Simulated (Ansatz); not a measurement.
# AlNH (quartet): wave-function methods side by side, cc-pVDZ

Aim: climb from Hartree-Fock through coupled cluster and multireference methods for AlNH (quartet) at one geometry and basis, and see what each rung misses.

Computed with Ansatz 0.2.0, Gaussian basis. Level: cc-pVDZ, core rule «outside noble gas», up to 6 orbitals frozen.

The runs, in order: UHF; CCSD(T) on ROHF; CCSD(T) on UHF; BCCD(T) on ROHF; CISD; CCSDT(Q) on ROHF; CCSDT(Q) on UHF; CCSDTQ on ROHF; CCSDTQ on UHF; CASSCF and MRCISD+Q, 9 electrons in 9 orbitals; CASSCF and NEVPT2, 9 electrons in 9 orbitals.

12 further runs of the same task are left out: 6 for a known fault of the program, 1 that didn't finish, 5 set aside as unsound or not needed.

### 1 The system

The geometry is a PBE0/def2-TZVP stationary point (not a proven minimum) of the parent state, kept for this charge and spin.

3 atoms, charge 0, spin multiplicity 4.

Atoms are counted from 1 here; the program's logs count them from 0.

Bond lengths: Al1–N2 1.733 Å, Al1–H3 1.580 Å. Angles: N2–Al1–H3 180.0°.

### 2 UHF

Contents of in.yaml:

```yaml
crystal:
  periodic: [false, false, false]
  atoms:
    - {symbol: Al, position_ang: [0.000000, 0.000000, 0.050833]}
    - {symbol: N, position_ang: [0.000000, 0.000000, -1.681761]}
    - {symbol: H, position_ang: [0.000000, 0.000000, 1.630928]}
basis:
  gaussian: {orbitals: cc-pVDZ}
magnetization: {spin_polarized: true, initial_magnetization: 3}
hamiltonian: {xc: hf}
output: {orbitals: {seedname: orbitals}}
```

Started as:

```bash
$ ansatz run in.yaml --threads 1 --pin off --events-out ev --progress --plain --max-ram 4096MiB --backend cpu
```

After this run come: CCSD(T) on ROHF; CCSD(T) on UHF; BCCD(T) on ROHF; CISD; CCSDT(Q) on ROHF; CCSDT(Q) on UHF; CCSDTQ on ROHF; CCSDTQ on UHF; CASSCF and MRCISD+Q, 9 electrons in 9 orbitals; CASSCF and NEVPT2, 9 electrons in 9 orbitals.

**Question.** What will the summary of the whole plan be? Wanted: UCCSDTQ below the RHF energy; RMP2 from UCCSDTQ; UMP2 from UCCSDTQ; RCCSD from UCCSDTQ; RCCSD(T) from UCCSDTQ; UCCSD(T) from UCCSDTQ; RCCSDT(Q) from UCCSDTQ; UCCSDT(Q) from UCCSDTQ; NEVPT2 valence from UCCSDTQ.

**Answer**, as computed:

```
                         quantity                                          value
     UCCSDTQ below the RHF energy                                     -5.1016 eV
                RMP2 from UCCSDTQ                                    +1002.0 meV
                UMP2 from UCCSDTQ                                    +1008.9 meV
               RCCSD from UCCSDTQ                                     +169.9 meV
            RCCSD(T) from UCCSDTQ                                      +46.2 meV
            UCCSD(T) from UCCSDTQ                                      +46.6 meV
           RCCSDT(Q) from UCCSDTQ                                       +2.4 meV
           UCCSDT(Q) from UCCSDTQ                                       +0.6 meV
      NEVPT2 valence from UCCSDTQ                                     +896.9 meV
    MRCISD+Q valence from UCCSDTQ                                     +123.7 meV
levels within 1 kcal/mol (43 meV)  RCCSDT, UCCSDT, RCCSDT(Q), UCCSDT(Q), RCCSDTQ
                    T1 diagnostic                                          0.025
   effectively unpaired electrons                                           3.02
```

**Reading.** RCCSD(T) lands +46.2 meV from the yardstick (0.9 % of the correlation energy). One determinant dominates. Of the multireference levels listed MRCISD+Q valence comes nearest in total energy (+123.7 meV), which doesn't show that its space is the better one. Coupled cluster took another determinant than the lowest Hartree-Fock one. These misses are within one basis, not against nature; the frozen cores of restricted and unrestricted runs differ, which can shift their rows.
